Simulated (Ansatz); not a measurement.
**SiH₃F + CH₃ radical: a complex and its separated parts**

Aim: how far the complex at one end of a reaction step lies below its separated, relaxed parts, level by level.

The runs use Ansatz 0.2.0, Gaussian basis; PBE0-D4/def2-TZVP structures, single points in def2-TZVPP, no counterpoise correction.

Levels: SPW92, PBE-D4, BLYP-D4, r2SCAN-D4, B97M-V, PBE0-D4, B3LYP-D4, r2SCAN0-D4, BHLYP-D4, CAM-B3LYP-D4, wB97X-V, wB97M-V, B2PLYP, PBE-QIDH, RPA on PBE, Hartree-Fock, MP2, CCSD, CCSD(T).

Cores are frozen in the correlated methods. Orbitals are unrestricted. B3LYP uses VWN-RPA correlation. B2PLYP carries no dispersion term here.

21 further runs of the same task are left out: 21 set aside as unsound or not needed.

## 1. The starting structure

The complex: 9 atoms, charge 0, spin multiplicity 2.

Atoms are counted from 1 here; the program's logs count them from 0.

Bond lengths: H1–Si2 1.481 Å, Si2–F3 1.602 Å, Si2–H5 1.482 Å, Si2–H6 1.482 Å, C4–H7 1.080 Å, C4–H8 1.080 Å, C4–H9 1.080 Å. Angles: H1–Si2–F3 108.4°, H1–Si2–H5 110.8°, H1–Si2–H6 110.8°, F3–Si2–H5 108.1°, F3–Si2–H6 108.1°, H5–Si2–H6 110.6°, H7–C4–H8 120.1°, H7–C4–H9 119.7°, H8–C4–H9 120.1°.

Coordinates:

| atom | x (Å) | y (Å) | z (Å) |
| --- | --- | --- | --- |
| H1 | 0.3897 | 0.2993 | 1.4032 |
| Si2 | -0.4932 | 1.4327 | 1.0446 |
| F3 | -1.0249 | 1.2079 | -0.4500 |
| C4 | 0.6356 | -1.7834 | -1.2535 |
| H5 | 0.2534 | 2.7122 | 1.0796 |
| H6 | -1.6678 | 1.4898 | 1.9464 |
| H7 | 0.2440 | -2.6818 | -0.7988 |
| H8 | -0.0224 | -0.9549 | -1.4712 |
| H9 | 1.6856 | -1.7217 | -1.5005 |

Its parts: SiH₃F holds atoms 1, 2, 3, 5, 6; CH₃ radical holds atoms 4, 7, 8, 9. Each part counts its atoms afresh in its own runs.

## 2. Relaxing SiH₃F alone

Input file relax-a/in.yaml:

```yaml
crystal:
  periodic: [false, false, false]
  atoms:
    - {symbol: H, position_ang: [0.389707, 0.299291, 1.403239]}
    - {symbol: Si, position_ang: [-0.493207, 1.432660, 1.044648]}
    - {symbol: F, position_ang: [-1.024933, 1.207910, -0.450037]}
    - {symbol: H, position_ang: [0.253399, 2.712228, 1.079636]}
    - {symbol: H, position_ang: [-1.667753, 1.489762, 1.946420]}
basis:
  gaussian: {orbitals: def2-TZVP}
hamiltonian: {xc: pbe0, dispersion: d4}
relax: {f_tol: 0.005, max_steps: 200}
```

No record of the launch command was kept for these runs.

After this run come: Relaxing CH₃ radical alone; wB97M-V/def2-TZVPP; CCSD(T)/def2-TZVPP; Vibrations of SiH₃F; Vibrations of CH₃ radical.

Before running it: what results should come out? Wanted: complex less parts, CCSD(T)/def2-TZVPP; with zero-point energy; largest T1 diagnostic.

The runs gave:

| quantity | value |
| --- | --- |
| complex less parts, CCSD(T)/def2-TZVPP | -3.2 kJ/mol |
| with zero-point energy | -1.1 kJ/mol |
| largest T1 diagnostic | 0.011 |

What this shows: At CCSD(T) the complex lies 3.2 kJ/mol below its parts. The functionals run from r2SCAN0-D4, off by -0.7 kJ/mol, to SPW92, off by -4.8 kJ/mol, against CCSD(T). r2SCAN-D4 is as near within the digits shown. Mean unsigned error by rung: LDA 4.8, GGA 1.9, meta-GGA 1.0, hybrid 1.4, range-separated hybrid 1.2, double hybrid 1.2 kJ/mol. PBE-D4 gives a relative energy 2.5 kJ/mol too low, an error of 79 % of the reference. The complex's frequency run has imaginary modes: the structure is no minimum, so both the energy and the zero-point correction are in doubt. No counterpoise was applied, and triple zeta lacks some correlation, so the CCSD(T) reference has a basis error of its own, and close matches with it are partly luck.
